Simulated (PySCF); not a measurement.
Compound: C4H5Cl.
Numbering: `[Cl:1][CH2:2][CH:3]1[CH:4]=[CH:5]1` (hydrogens: H6, H7 on C2; H8 on C3; H9 on C4; H10 on C5)

Geometry (PBE0-D3(BJ)/def2-SVP, Å), atoms numbered from 1 in this order:
```
atom  x, y, z in Å
Cl1   -2.6967    0.4820    0.6090
C2    -1.3708   -0.3874   -0.2377
C3    -0.0935   -0.3473    0.5575
C4     1.2335   -0.1828   -0.1280
C5     0.8004    0.8530    0.5221
H6    -1.7238   -1.4171   -0.3919
H7    -1.2422    0.0970   -1.2158
H8    -0.1522   -0.9353    1.4884
H9     1.9935   -0.6671   -0.7359
H10    0.9242    1.8777    0.8618
```

Level: PBE0/pcSseg-1 and B3LYP/def2-SVPD in PySCF, non-relativistic, on one gas-phase PBE0-D3(BJ)/def2-SVP geometry that isn't relaxed in the solvent. The solvent is an IEF-PCM continuum (cavity from Bondi-type radii × 1.2). The model holds no explicit solvent molecules, cavitation or dispersion.

Gas phase at PBE0/pcSseg-1: HOMO -7.61 eV, LUMO -0.33 eV, dipole 2.55 D.

Problem. What does the continuum do to the energy, the frontier levels and the dipole at PBE0/pcSseg-1 in chloroform and methanol?

Solution. 
```tsv
solvent	ε	E(solvent) − E(gas) (kcal/mol)	polarisation term (kcal/mol)	distortion of the solute (kcal/mol)	HOMO (eV)	LUMO (eV)	dipole (D)
chloroform	4.711	-2.72	-3.00	0.28	-7.51	-0.16	3.03
methanol	32.61	-3.69	-4.21	0.52	-7.49	-0.12	3.21
```

Polarisation term: ½ Σ q·V over the induced surface charges. Distortion: the rise of the solute's own energy as its density leaves the gas-phase optimum. From chloroform to methanol the lowering changes by a factor 1.36, Onsager's factor (ε − 1)/(2ε + 1) by 1.34 and ε itself by 6.9.

Problem. Which radius a makes the point-dipole formula ΔE = −[(ε − 1)/(2ε + 1)]·μ²/a³ give the value in methanol, with the gas-phase dipole?

Solution. μ = 1.003 au and |ΔE| = 0.00587 Eh give a = 2.30 Å; the farthest nucleus lies 2.57 Å from the centroid of the nuclei, so such a sphere wouldn't even hold the nuclei. The formula assumes a rigid point dipole at the centre of a sphere.

Problem. Give the dipole vector in the frame of the coordinates (D, pointing from negative to positive charge), gas and methanol.

Solution. Gas (2.27, -0.64, -0.97), solvent (2.79, -0.87, -1.32). Its length changes by +26 % and its direction by 2°.

Problem. Which IAO charges (PBE0/pcSseg-1) respond most in chloroform (means over atoms taken as equivalent)?

Solution. 
```json
{"atoms": "Cl1", "environment": "alkyl chlorine", "gas (e)": "-0.132", "solvent (e)": "-0.154", "change": "-0.022"}
{"atoms": "H9/H10", "environment": "vinylic hydrogen", "gas (e)": "+0.175", "solvent (e)": "+0.184", "change": "+0.009"}
{"atoms": "H6/H7", "environment": "methylene hydrogen", "gas (e)": "+0.158", "solvent (e)": "+0.166", "change": "+0.008"}
{"atoms": "C3", "environment": "allylic carbon", "gas (e)": "-0.118", "solvent (e)": "-0.123", "change": "-0.005"}
{"atoms": "C4/C5", "environment": "alkene CH carbon", "gas (e)": "-0.146", "solvent (e)": "-0.150", "change": "-0.004"}
{"atoms": "H8", "environment": "methine hydrogen", "gas (e)": "+0.121", "solvent (e)": "+0.121", "change": "0.000"}
{"atoms": "C2", "environment": "sp3 C–Cl carbon", "gas (e)": "-0.244", "solvent (e)": "-0.244", "change": "0.000"}
```

Problem. How do the nuclear quadrupole coupling constants eQVzz/h respond in chloroform?

Solution. 
```csv
nucleus,Q (barn),gas (MHz),solvent (MHz),η gas,η solvent
35Cl at Cl1,-0.0817,-74.59,-71.41,0.02,0.02
```

Gas phase at B3LYP/def2-SVPD: HOMO -7.42 eV, LUMO -0.71 eV, dipole 2.54 D.

Problem. What does the continuum do to the energy, the frontier levels and the dipole at B3LYP/def2-SVPD in chloroform and methanol?

Solution. 
```csv
solvent,ε,E(solvent) − E(gas) (kcal/mol),polarisation term (kcal/mol),distortion of the solute (kcal/mol),HOMO (eV),LUMO (eV),dipole (D)
chloroform,4.711,-2.69,-3.00,0.31,-7.29,-0.52,3.08
methanol,32.61,-3.66,-4.25,0.59,-7.26,-0.47,3.28
```

Problem. How does the static polarisability (B3LYP/def2-SVPD, frozen core, with the continuum's full static response) change?

Solution. 
```csv
medium,isotropic (au),principal values (au),⟨r²⟩ of the electrons (bohr²)
gas,60.3,"48.8, 57.9, 74.3",598.8
chloroform,74.3,"60.7, 72.1, 90.1",598.7
methanol,80.8,"66.9, 79.1, 96.4",598.6
```

The isotropic value in methanol is 1.34 times the gas-phase one; no cavity-field correction is applied. ⟨r²⟩ is taken about the centre of nuclear charge.
